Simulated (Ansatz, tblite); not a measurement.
# The cluster HfTe₂+: one state, many levels

An exercise on one series of results from a longer session: the logs are not shown, and one member is left open.

Method: as each input shows; program: Ansatz 0.2.0, Gaussian basis.

The runs, in order: GFN1-xTB, GFN2-xTB, PBE-D4/def2-TZVP, r2SCAN-D4/def2-TZVP, revPBE-D4/def2-TZVP, CAM-B3LYP-D4/def2-TZVP, BHLYP-D4/def2-TZVP, HF/def2-TZVP, HSE06-D4/def2-TZVP, PBE-D4/def2-SVP, PBE0-D4/def2-SVP, CCSD(T)/def2-TZVP, RPA/def2-TZVP.

**The structure**

The geometry is that of the doublet, from an earlier relaxation (B3LYP-D4/def2-TZVP). At that level it is the lowest of the isomers that a small search found.

3 atoms, charge 1, spin multiplicity 2.

Bond lengths: Hf1–Te2 2.573 Å, Hf1–Te3 2.573 Å. Angles: Te2–Hf1–Te3 91.6°.

Coordinates:

```xyz
3

Hf   -0.5862    1.0419   -0.0037
Te   -1.3149   -1.4257    0.0323
Te    1.9011    0.3838   -0.0285
```

Hf, Te take a core potential in the def2 sets. No spin-orbit coupling is included. The ion is computed in the gas phase, without counter-ions or solvent.

PBE0-D4/def2-TZVP was run before; its log isn't repeated, and its numbers join the tables.

The first run:

Tight binding, by tblite at 300 K electronic temperature and without a spin-polarisation term:

```python
tblite.interface.Calculator('GFN1-xTB', numbers, positions, charge=1, uhf=1).singlepoint()
```

Tight binding, by tblite at 300 K electronic temperature and without a spin-polarisation term:

```python
tblite.interface.Calculator('GFN2-xTB', numbers, positions, charge=1, uhf=1).singlepoint()
```

start.molden holds the orbitals of an earlier run on this state, given as this run's starting guess.

in.yaml

```yaml
crystal:
  periodic: [false, false, false]
  atoms:
    - {symbol: Hf, position_ang: [-0.586177, 1.041892, -0.003735]}
    - {symbol: Te, position_ang: [-1.314881, -1.425662, 0.032266]}
    - {symbol: Te, position_ang: [1.901058, 0.383770, -0.028530]}
basis:
  gaussian: {orbitals: def2-TZVP, initial_orbitals: start.molden}
total_charge: 1
magnetization: {spin_polarized: true, initial_magnetization: 1}
hamiltonian: {xc: pbe, dispersion: d4}
scf: {omitted_lower_state_checks: [starts]}
output: {orbitals: {seedname: orbitals}}
```

Run with:

```
ansatz run in.yaml --threads 4 --pin off --events-out ev --progress --plain --max-ram 3916MiB
```

Steps of the session up to this table: PBE-D4/def2-TZVP; r2SCAN-D4/def2-TZVP; revPBE-D4/def2-TZVP; CAM-B3LYP-D4/def2-TZVP; BHLYP-D4/def2-TZVP; HF/def2-TZVP; HSE06-D4/def2-TZVP; PBE-D4/def2-SVP; PBE0-D4/def2-SVP; CCSD(T)/def2-TZVP; RPA/def2-TZVP.

One table of the session follows, with a row left open; its other results are not shown here.

| level | HOMO (eV) | LUMO (eV) | gap (eV) |
| --- | --- | --- | --- |
| HF/def2-TZVP | -12.95 | -5.41 | 7.55 |
| PBE-D4/def2-SVP | ? | ? | ? |
| PBE-D4/def2-TZVP | -9.97 | -9.28 | 0.68 |
| revPBE-D4/def2-TZVP | -9.91 | -9.18 | 0.73 |
| r2SCAN-D4/def2-TZVP | -10.25 | -9.10 | 1.15 |
| PBE0-D4/def2-SVP | -10.97 | -8.65 | 2.32 |
| PBE0-D4/def2-TZVP | -10.89 | -8.56 | 2.33 |
| HSE06-D4/def2-TZVP | -10.52 | -8.92 | 1.61 |
| BHLYP-D4/def2-TZVP | -11.64 | -7.77 | 3.87 |
| CAM-B3LYP-D4/def2-TZVP | -11.95 | -7.67 | 4.29 |

**Question.** Estimate the row for PBE-D4/def2-SVP.

**Answer.** HOMO (eV): -10.02; LUMO (eV): -9.35; gap (eV): 0.67. In the column «HOMO (eV)» it lies between r2SCAN-D4/def2-TZVP (-10.25) and PBE-D4/def2-TZVP (-9.97).

Limits of these values: Notes on CCSD(T)/def2-TZVP: spin contamination.
